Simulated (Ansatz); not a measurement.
System: 1T (CdI2-type) PtS₂. Method: HSE06-D3(BJ) (plane waves, PAW; Ansatz, a program for electronic structure).

The cell is the one relaxed with PBE-D3(BJ): a = 3.5836 Å, b = 3.5836 Å, c = 4.6570 Å, α = 90.00°, β = 90.00°, γ = 120.00°.

Task: Estimate the interlayer binding energy that the calculation returns.

Result: 
- interlayer binding energy: 47.4 meV/Å²

Note: exact exchange on metals is sensitive to the k mesh and can open a false gap.

Spin–orbit coupling is not included.
